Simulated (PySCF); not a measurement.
PySCF input (PBE/cc-pV(D+d)Z):

```python
import numpy as np, basis_set_exchange as bse
from pyscf import gto, scf, dft, df
from pyscf.prop.nmr import rks as nmr

basis = {'H': gto.basis.parse(bse.get_basis('cc-pV(D+d)Z', elements=['H'], fmt='nwchem')), 'Si': gto.basis.parse(bse.get_basis('cc-pV(D+d)Z', elements=['Si'], fmt='nwchem'))}
mol = gto.M(
    atom='''
    Si    0.00522298    0.00088878    0.13274662
    H    -0.03423424    1.08488138   -0.93662313
    H    -0.03888754   -1.09732424   -0.92182957
    ''',
    basis=basis,
    charge=0,
    verbose=4,
    max_memory=2160,
)
mf = dft.RKS(mol, xc='pbe')
mf.grids.level = 3
mf.conv_tol = 1e-9
mf.max_cycle = 100
print('smallest overlap eigenvalue', np.linalg.eigvalsh(mol.intor('int1e_ovlp'))[0])
mf.kernel()
dip = mf.dip_moment()
n = nmr.NMR(mf)
n.verbose = 2
n.max_cycle_cphf = 60
sigma = n.kernel()
for i, x in enumerate(sigma):
    print(mol.atom_symbol(i), i + 1, round(x.trace() / 3, 3))
```

Output:

```
PySCF version 2.14.0

[INPUT] verbose = 4
[INPUT] num. atoms = 3
[INPUT] num. electrons = 16
[INPUT] charge = 0
[INPUT] spin (= nelec alpha-beta = 2S) = 0
[INPUT] symmetry False subgroup None
[INPUT] Mole.unit = angstrom
[INPUT] Symbol           X                Y                Z      unit          X                Y                Z       unit  Magmom
[INPUT]  1 Si     0.005222980000   0.000888780000   0.132746620000 AA    0.009870001754   0.001679550785   0.250854755762 Bohr   0.0
[INPUT]  2 H     -0.034234240000   1.084881380000  -0.936623130000 AA   -0.064693337683   2.050128685840  -1.769961197633 Bohr   0.0
[INPUT]  3 H     -0.038887540000  -1.097324240000  -0.921829570000 AA   -0.073486800258  -2.073642283447  -1.742005420826 Bohr   0.0

nuclear repulsion = 9.96999111410068
number of shells = 7
number of NR pGTOs = 60
number of NR cGTOs = 33
basis = {'H': [[0, [13.01, 0.019685, 0.0], [1.962, 0.137977, 0.0], [0.4446, 0.478148, 0.0], [0.122, 0.50124, 1.0]], [1, [0.727, 1.0]]], 'Si': [[0, [78860.0, 0.000270443, -7.23177e-05, 1.85113e-05, 0.0], [11820.0, 0.00209717, -0.000555116, 0.000142236, 0.0], [2692.0, 0.0108506, -0.00293805, 0.000752185, 0.0], [763.4, 0.0436754, -0.0117687, 0.00302279, 0.0], [249.6, 0.137653, -0.0402907, 0.0103677, 0.0], [90.28, 0.316644, -0.100609, 0.0262563, 0.0], [35.29, 0.418581, -0.196528, 0.0523989, 0.0], [14.51, 0.210212, -0.102382, 0.0290959, 0.0], [4.053, 0.0144952, 0.52719, -0.178003, 0.0], [1.482, -0.0020359, 0.593251, -0.346874, 0.0], [0.2517, 0.000624186, 0.0332652, 0.62302, 0.0], [0.09243, -0.000282872, -0.00973662, 0.537712, 1.0]], [1, [315.9, 0.00392656, -0.000858302, 0.0], [74.42, 0.0298811, -0.00630328, 0.0], [23.48, 0.127212, -0.0288255, 0.0], [8.488, 0.320943, -0.069456, 0.0], [3.217, 0.455429, -0.119493, 0.0], [1.229, 0.268563, -0.0199581, 0.0], [0.2964, 0.0188336, 0.510268, 0.0], [0.08768, -0.00262431, 0.600382, 1.0]], [2, [1.803, 1.0, 0.0], [0.275, 0.0, 1.0]]]}
ecp = {}
smallest overlap eigenvalue 0.013036737831373444

******** <class 'pyscf.dft.rks.RKS'> ********
method = RKS
initial guess = minao
damping factor = 0
level_shift factor = 0
DIIS = <class 'pyscf.scf.diis.CDIIS'>
diis_start_cycle = 1
diis_space = 8
diis_damp = 0
SCF conv_tol = 1e-09
SCF conv_tol_grad = None
SCF max_cycles = 100
direct_scf = True
direct_scf_tol = 1e-13
XC library pyscf.dft.libxc version 7.1.2
    S. Lehtola, C. Steigemann, M. J. T. Oliveira, and M. A. L. Marques,  SoftwareX 7, 1–5 (2018)
XC functionals = pbe
    J. P. Perdew, K. Burke, and M. Ernzerhof,  Phys. Rev. Lett. 77, 3865 (1996)
    J. P. Perdew, K. Burke, and M. Ernzerhof,  Phys. Rev. Lett. 78, 1396 (1997)
    J. P. Perdew, K. Burke, and M. Ernzerhof,  Phys. Rev. Lett. 77, 3865 (1996)
    J. P. Perdew, K. Burke, and M. Ernzerhof,  Phys. Rev. Lett. 78, 1396 (1997)
radial grids:
    Treutler-Ahlrichs [JCP 102, 346 (1995); DOI:10.1063/1.469408] (M4) radial grids

becke partition: Becke, JCP 88, 2547 (1988); DOI:10.1063/1.454033
pruning grids: <function nwchem_prune>
grids dens level: 3
symmetrized grids: False
atomic radii adjust function: <function treutler_atomic_radii_adjust>
small_rho_cutoff = 0
Set gradient conv threshold to 3.16228e-05
Initial guess from minao.
tot grids = 38800
init E= -290.310743705723
  HOMO = -0.229716689618416  LUMO = -0.145004000108403  gap/eV = 2.30515
cycle= 1 E= -290.443760670693  delta_E= -0.133  |g|= 0.127  |ddm|= 2.76
  HOMO = -0.210436912957237  LUMO = -0.149186797785402  gap/eV = 1.66670
cycle= 2 E= -290.446650433869  delta_E= -0.00289  |g|= 0.0849  |ddm|= 0.654
  HOMO = -0.206756775414987  LUMO = -0.142901347716867  gap/eV = 1.73759
cycle= 3 E= -290.449991901992  delta_E= -0.00334  |g|= 0.0204  |ddm|= 0.323
  HOMO = -0.211188795798972  LUMO = -0.145748156956396  gap/eV = 1.78073
cycle= 4 E= -290.450180158081  delta_E= -0.000188  |g|= 0.000922  |ddm|= 0.0755
  HOMO = -0.211162455629621  LUMO = -0.145728640309445  gap/eV = 1.78054
cycle= 5 E= -290.450180576296  delta_E= -4.18e-07  |g|= 6.92e-05  |ddm|= 0.00303
  HOMO = -0.211147996509878  LUMO = -0.145718742152646  gap/eV = 1.78042
cycle= 6 E= -290.450180578779  delta_E= -2.48e-09  |g|= 2.78e-06  |ddm|= 0.000233
  HOMO = -0.21114721114253  LUMO = -0.14571808326253  gap/eV = 1.78042
cycle= 7 E= -290.45018057878  delta_E= -7.96e-13  |g|= 1.28e-06  |ddm|= 1.44e-05
  HOMO = -0.211147412794071  LUMO = -0.145718311745921  gap/eV = 1.78042
Extra cycle  E= -290.450180578778  delta_E= 1.65e-12  |g|= 2.12e-06  |ddm|= 1.06e-05
converged SCF energy = -290.450180578778
Dipole moment(X, Y, Z, Debye): -0.01049, -0.00179, -0.26715
Si 1 -416.319
H 2 15.635
H 3 15.635
```
